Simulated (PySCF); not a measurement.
**How the method moves the proton affinities of cyanide**

Structure: `[C-]#N` ([CN]-). Atom numbers as in the mapped SMILES `[C-:1]#[N:2]`.

All levels share the PBE0-D3(BJ)/ma-def2-SVP structures and the PBE0-D3(BJ)/ma-def2-SVP thermal terms; only the single-point energies (PySCF) change. Values are proton affinities (298 K, kJ/mol).

| level | C1 | N2 | mean abs. error | time |
| --- | --- | --- | --- | --- |
| M06-2X/ma-def2-TZVP | 1456 | 1402 | 7.7 | – |
| MP2/aug-cc-pVTZ | 1463 | 1389 | 10.8 | 3.7 s |
| HF/aug-cc-pVTZ | 1464 | 1423 | 10.6 | 0.62 s |
| CCSD(T)/aug-cc-pVTZ | 1467 | 1405 | 0.8 | 51 s |
| ATcT 1.112 | 1468 | 1405 |  |  |

Times are wall times for all single points of a level on 1 thread of Arm Neoverse V2, a shared host; the dash marks the run that also made the structures.

Hartree-Fock leaves out electron correlation, so its proton affinities can be off by tens of kJ/mol.

The widest spread is that of N2: 34 kJ/mol, from 1389 to 1423.
